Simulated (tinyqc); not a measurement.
Worked calculation: RHF in the sto-3g basis, for H2O, spin multiplicity 1. One step of it, computed by the program tinyqc.

Question. Iteration 1: building the Fock matrix. J_ij = sum D_kl (ij|kl), K_ij = sum D_kl (ik|jl); F = H + J - 0.5 K; E = tr D H + tr D J / 2 - 0.25 tr D K + E_nn.

D at the start, order 1O 1s, 1O 2s, 1O 2px, 1O 2py, 1O 2pz, 2H 1s, 3H 1s:
$$\begin{pmatrix}
2.128913 & -0.562698 & 0.000000 & 0.000096 & -0.037365 & 0.062178 & 0.062358 \\
-0.562698 & 2.452236 & 0.000000 & -0.000621 & 0.214388 & -0.266968 & -0.267783 \\
0.000000 & 0.000000 & 2.000000 & 0.000000 & 0.000000 & 0.000000 & 0.000000 \\
0.000096 & -0.000621 & 0.000000 & 2.210141 & -0.000334 & -0.264247 & 0.264842 \\
-0.037365 & 0.214388 & 0.000000 & -0.000334 & 2.134014 & -0.197091 & -0.197550 \\
0.062178 & -0.266968 & 0.000000 & -0.264247 & -0.197091 & 0.074953 & 0.011794 \\
0.062358 & -0.267783 & 0.000000 & 0.264842 & -0.197550 & 0.011794 & 0.075294
\end{pmatrix}$$

core Hamiltonian H = T + V (hartree), order 1O 1s, 1O 2s, 1O 2px, 1O 2py, 1O 2pz, 2H 1s, 3H 1s:
$$\begin{pmatrix}
-32.547772 & -7.571821 & 0.000000 & 0.000021 & -0.014467 & -1.138570 & -1.142378 \\
-7.571821 & -9.172513 & 0.000000 & 0.000241 & -0.177856 & -2.728162 & -2.734924 \\
0.000000 & 0.000000 & -7.323323 & 0.000000 & 0.000000 & 0.000000 & 0.000000 \\
0.000021 & 0.000241 & 0.000000 & -7.418196 & 0.000129 & -1.525743 & 1.528976 \\
-0.014467 & -0.177856 & 0.000000 & 0.000129 & -7.394647 & -1.371969 & -1.374567 \\
-1.138570 & -2.728162 & 0.000000 & -1.525743 & -1.371969 & -4.435291 & -1.066774 \\
-1.142378 & -2.734924 & 0.000000 & 1.528976 & -1.374567 & -1.066774 & -4.439468
\end{pmatrix}$$

Two-electron integrals (ij|kl) in chemists' order, unique and non-zero (hartree):
```
(11|11) 4.785065    (21|11) 0.741380    (21|21) 0.136873    (22|11) 1.118947
(22|21) 0.256633    (22|22) 0.817206    (31|31) 0.024477    (32|31) 0.037809
(32|32) 0.180518    (33|11) 1.115814    (33|21) 0.256684    (33|22) 0.817023
(33|33) 0.880159    (41|41) 0.024477    (42|41) 0.037809    (42|42) 0.180518
(43|43) 0.047444    (44|11) 1.115814    (44|21) 0.256684    (44|22) 0.817023
(44|33) 0.785270    (44|44) 0.880159    (51|51) 0.024477    (52|51) 0.037809
(52|52) 0.180518    (53|53) 0.047444    (54|54) 0.047444    (55|11) 1.115814
(55|21) 0.256684    (55|22) 0.817023    (55|33) 0.785270    (55|44) 0.785270
(55|55) 0.880159    (61|11) 0.111824    (61|21) 0.020488    (61|22) 0.038229
(61|33) 0.038155    (61|41) 0.000707    (61|42) 0.001333    (61|44) 0.038286
(61|51) 0.000613    (61|52) 0.001156    (61|54) 0.000114    (61|55) 0.038253
(61|61) 0.003106    (62|11) 0.293553    (62|21) 0.068266    (62|22) 0.243328
(62|33) 0.239035    (62|41) 0.003876    (62|42) 0.030594    (62|44) 0.246249
(62|51) 0.003361    (62|52) 0.026529    (62|54) 0.006256    (62|55) 0.244459
(62|61) 0.010437    (62|62) 0.092480    (63|31) 0.006876    (63|32) 0.040991
(63|43) 0.006224    (63|53) 0.005397    (63|63) 0.012652    (64|11) 0.166642
(64|21) 0.039229    (64|22) 0.149285    (64|33) 0.142638    (64|41) 0.008816
(64|42) 0.058596    (64|44) 0.159265    (64|51) 0.001682    (64|52) 0.015266
(64|54) 0.009021    (64|55) 0.145780    (64|61) 0.006241    (64|62) 0.068969
(64|64) 0.063500    (65|11) 0.144500    (65|21) 0.034017    (65|22) 0.129450
(65|33) 0.123686    (65|41) 0.001682    (65|42) 0.015266    (65|44) 0.127309
(65|51) 0.008335    (65|52) 0.054229    (65|54) 0.009366    (65|55) 0.137205
(65|61) 0.005411    (65|62) 0.059805    (65|64) 0.044092    (65|65) 0.050885
(66|11) 0.457264    (66|21) 0.108042    (66|22) 0.443415    (66|33) 0.426197
(66|41) 0.007410    (66|42) 0.082218    (66|44) 0.455368    (66|51) 0.006425
(66|52) 0.071294    (66|54) 0.025295    (66|55) 0.448131    (66|61) 0.016630
(66|62) 0.219688    (66|64) 0.186976    (66|65) 0.162133    (66|66) 0.774606
(71|11) 0.112201    (71|21) 0.020557    (71|22) 0.038358    (71|33) 0.038282
(71|41) -0.000710   (71|42) -0.001338   (71|44) 0.038414    (71|51) 0.000615
(71|52) 0.001160    (71|54) -0.000114   (71|55) 0.038382    (71|61) 0.003073
(71|62) 0.010166    (71|64) 0.005594    (71|65) 0.005276    (71|66) 0.016078
(71|71) 0.003127    (72|11) 0.294315    (72|21) 0.068442    (72|22) 0.243929
(72|33) 0.239627    (72|41) -0.003886   (72|42) -0.030666   (72|44) 0.246858
(72|51) 0.003369    (72|52) 0.026587    (72|54) -0.006269   (72|55) 0.245062
(72|61) 0.010159    (72|62) 0.074602    (72|64) 0.038589    (72|65) 0.046924
(72|66) 0.143993    (72|71) 0.010499    (72|72) 0.092908    (73|31) 0.006897
(73|32) 0.041103    (73|43) -0.006240   (73|53) 0.005410    (73|63) 0.009862
(73|73) 0.012716    (74|11) -0.167019   (74|21) -0.039317   (74|22) -0.149605
(74|33) -0.142942   (74|41) 0.008841    (74|42) 0.058746    (74|44) -0.159610
(74|51) -0.001686   (74|52) -0.015296   (74|54) 0.009041    (74|55) -0.146089
(74|61) -0.005588   (74|62) -0.038570   (74|64) -0.010535   (74|65) -0.023782
(74|66) -0.067611   (74|71) -0.006276   (74|72) -0.069264   (74|74) 0.063763
(75|11) 0.144802    (75|21) 0.034087    (75|22) 0.129704    (75|33) 0.123927
(75|41) -0.001686   (75|42) -0.015296   (75|44) 0.127558    (75|51) 0.008358
(75|52) 0.054364    (75|54) -0.009388   (75|55) 0.137477    (75|61) 0.005270
(75|62) 0.046907    (75|64) 0.023784    (75|65) 0.038934    (75|66) 0.098796
(75|71) 0.005441    (75|72) 0.060051    (75|74) -0.044257   (75|75) 0.051086
(76|11) 0.104507    (76|21) 0.024558    (76|22) 0.095963    (76|33) 0.093542
(76|41) 3.96e-07    (76|42) 0.000005    (76|44) 0.095256    (76|51) 0.001825
(76|52) 0.017590    (76|54) 1.54e-06    (76|55) 0.098983    (76|61) 0.003721
(76|62) 0.037037    (76|64) 0.024001    (76|65) 0.026937    (76|66) 0.094456
(76|71) 0.003734    (76|72) 0.037113    (76|74) -0.024037   (76|75) 0.026980
(76|76) 0.018973    (77|11) 0.457784    (77|21) 0.108164    (77|22) 0.443853
(77|33) 0.426607    (77|41) -0.007425   (77|42) -0.082341   (77|44) 0.455830
(77|51) 0.006437    (77|52) 0.071388    (77|54) -0.025335   (77|55) 0.448572
(77|61) 0.016042    (77|62) 0.143778    (77|64) 0.067535    (77|65) 0.098688
(77|66) 0.305638    (77|71) 0.016705    (77|72) 0.220296    (77|74) -0.187427
(77|75) 0.162495    (77|76) 0.094456    (77|77) 0.774606
```

nuclear repulsion = 7.76869410 hartree

Give: Coulomb J; exchange K; Fock matrix F; total energy of this density.

Answer.

Coulomb J (hartree), order 1O 1s, 1O 2s, 1O 2px, 1O 2py, 1O 2pz, 2H 1s, 3H 1s:
$$\begin{pmatrix}
18.6695 & 3.5625 & 0.0000 & 0.0000 & 0.0036 & 0.5336 & 0.5354 \\
3.5625 & 8.8381 & 0.0000 & 0.0000 & -0.0014 & 2.5423 & 2.5486 \\
0.0000 & 0.0000 & 8.8328 & 0.0000 & 0.0000 & 0.0000 & 0.0000 \\
0.0000 & 0.0000 & 0.0000 & 8.8290 & 0.0000 & 1.5291 & -1.5324 \\
0.0036 & -0.0014 & 0.0000 & 0.0000 & 8.8291 & 1.3241 & 1.3267 \\
0.5336 & 2.5423 & 0.0000 & 1.5291 & 1.3241 & 4.4397 & 0.9756 \\
0.5354 & 2.5486 & 0.0000 & -1.5324 & 1.3267 & 0.9756 & 4.4442
\end{pmatrix}$$

exchange K (hartree), order 1O 1s, 1O 2s, 1O 2px, 1O 2py, 1O 2pz, 2H 1s, 3H 1s:
$$\begin{pmatrix}
9.8488 & 1.7203 & 0.0000 & 0.0000 & 0.0014 & 0.2727 & 0.2736 \\
1.7203 & 2.8706 & 0.0000 & 0.0000 & 0.0047 & 0.7135 & 0.7154 \\
0.0000 & 0.0000 & 2.3678 & 0.0000 & 0.0000 & 0.0000 & 0.0000 \\
0.0000 & 0.0000 & 0.0000 & 2.3666 & 0.0000 & 0.3209 & -0.3216 \\
0.0014 & 0.0047 & 0.0000 & 0.0000 & 2.3645 & 0.2765 & 0.2771 \\
0.2727 & 0.7135 & 0.0000 & 0.3209 & 0.2765 & 0.2875 & 0.1744 \\
0.2736 & 0.7154 & 0.0000 & -0.3216 & 0.2771 & 0.1744 & 0.2888
\end{pmatrix}$$

Fock matrix F (hartree), order 1O 1s, 1O 2s, 1O 2px, 1O 2py, 1O 2pz, 2H 1s, 3H 1s:
$$\begin{pmatrix}
-18.8027 & -4.8695 & 0.0000 & 0.0000 & -0.0116 & -0.7413 & -0.7438 \\
-4.8695 & -1.7697 & 0.0000 & 0.0002 & -0.1816 & -0.5426 & -0.5439 \\
0.0000 & 0.0000 & 0.3256 & 0.0000 & 0.0000 & 0.0000 & 0.0000 \\
0.0000 & 0.0002 & 0.0000 & 0.2275 & 0.0001 & -0.1570 & 0.1573 \\
-0.0116 & -0.1816 & 0.0000 & 0.0001 & 0.2522 & -0.1862 & -0.1864 \\
-0.7413 & -0.5426 & 0.0000 & -0.1570 & -0.1862 & -0.1393 & -0.1784 \\
-0.7438 & -0.5439 & 0.0000 & 0.1573 & -0.1864 & -0.1784 & -0.1397
\end{pmatrix}$$

total energy of this density = -73.283484 hartree
